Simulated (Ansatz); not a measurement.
Molecule: C₃H₅O, charge 0, multiplicity 2. SMILES: O=C([CH2])C
Geometry: optimised at B3LYP-D3(BJ)/def2-TZVP (Ansatz, a first-principles code).

Wanted: enthalpy of formation at 298 K, in kcal/mol. Terms: six Cartesian d functions in 6-31G* and its kin unless marked 5d; 6-311+G** with 5d; UHF or UKS for open shells; no dispersion term unless named; spin-orbit terms left out; LANL2DZ all-electron up to Ne; non-relativistic. First-principles rows: single points at B3LYP-D3(BJ) geometries (Ansatz), with unscaled harmonic terms from B3LYP/6-31G* at its own minima, enthalpies of formation by atomisation with measured atoms.

| level | program | enthalpy of formation at 298 K (kcal/mol) |
|---|---|---|
| B3LYP/STO-3G | Ansatz | -116.5 |
| B3LYP/3-21G | Ansatz | 16.7 |
| B3LYP/LANL2DZ | Ansatz | 32.1 |
| B3LYP/6-31G | Ansatz | 21.7 |
| B3LYP/6-31G* | Ansatz | -6.4 |
| B3LYP/6-31+G* | Ansatz | 0.5 |
| B3LYP/6-31G** | Ansatz | -10.9 |
| B3LYP/def2-SVP | Ansatz | -12.2 |
| B3LYP/cc-pVDZ | Ansatz | 6.2 |
| B3LYP/6-311+G** | Ansatz | -0.1 |
| B3LYP/def2-TZVPD | Ansatz | -4.9 |

No value to compare with is used here. The 10 habitual levels span -116.5 (B3LYP/STO-3G) to 32.1 kcal/mol (B3LYP/LANL2DZ); B3LYP/def2-TZVPD gives -4.9.

The sets are all those run for this method; runs whose electronic state is in doubt are left out.
